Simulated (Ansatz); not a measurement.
**How far each method lies from UCCSDT(Q) for H₃Ge–Ge, doublet**

Geometry: a PBE0/def2-TZVP stationary point for this spin, not checked as a minimum.

```xyz
5

Ge   -0.0020    0.0000    1.2075
Ge   -0.0014    0.0000   -1.2815
H     1.5002    0.0000    1.5882
H    -0.6286    1.2435    1.8741
H    -0.6287   -1.2435    1.8741
```

Basis cc-pVTZ; Ansatz 0.2.0. Correlated methods freeze the noble-gas cores and the filled d shells of p-block atoms, which leaves 11 electrons in 100 orbitals. Prefix R: restricted or restricted open-shell reference; prefix U: unrestricted. Active spaces: valence = (11e, 11o) chosen from the atoms' valence shells. No spin–orbit coupling is included, and no scalar relativity.

Full CI isn't at hand for all of this; UCCSDT(Q) serves as the reference, and is uncertain by about the last step of the cluster series. The frozen core follows each run's orbitals, which can shift R against U totals by a few meV for light atoms and by up to 0.1 eV past Ca.

The UHF ⟨S²⟩ is 0.821. The T1 diagnostic (RCCSD) is 0.0179. The largest doubles amplitude (RCCSD) is 0.059. The T1 diagnostic (UCCSD) is 0.0335.

| level | E − E(UCCSDT(Q)) (mEh) | share of correlation (%) | wall time |
| --- | --- | --- | --- |
| UHF | 240.50 | 1.62 | – |
| UMP2 | 50.23 | 79.45 | – |
| UCCSD | 9.54 | 96.10 | – |
| UCCSD(T) | 1.67 | 99.32 | 16 s (H100) |
| UCCSDT | 0.34 | 99.86 | – |

The correlation energy at UCCSDT(Q), counted from RHF, is -6.652 eV. That run took 40 s on 2 threads of AMD EPYC 7R13 with a shared H100 80 GB, shared host.

Run but not shown, since their state or frozen core can't be matched to the reference's or they repeat it: RHF, RMP2, RCCSD, RCCSD(T), BCCD(T), RCCSDT, RCCSDT(Q), CASSCF (valence space), NEVPT2 (valence space).

Times hold each run's SCF and search for its determinant on a shared host, so for small cases they say little of a method's own cost.

Natural occupations of CASSCF (valence space) about the gap: 1.978 1.972 1.971 1.934 1.000 0.054 0.035 0.024 0.022 0.022; effectively unpaired electrons, Σ n²(2−n)², 1.05.

Atomization energy (electronic, same basis, no zero-point term; atoms at the same level, unrestricted beside the R rows where the molecule is a closed shell, but restricted open-shell past Ca, as are all atoms' steps beyond CCSDT(Q)) at UCCSDT(Q): 1052.1 kJ/mol. Errors of other levels:

```json
{"level": "UHF", "error (kJ/mol)": "-259.3"}
{"level": "UMP2", "error (kJ/mol)": "-41.6"}
{"level": "UCCSD", "error (kJ/mol)": "-11.9"}
{"level": "UCCSD(T)", "error (kJ/mol)": "-1.5"}
{"level": "UCCSDT", "error (kJ/mol)": "-0.7"}
```

This basis is far from its limit, so the value isn't to be set against a measured one.
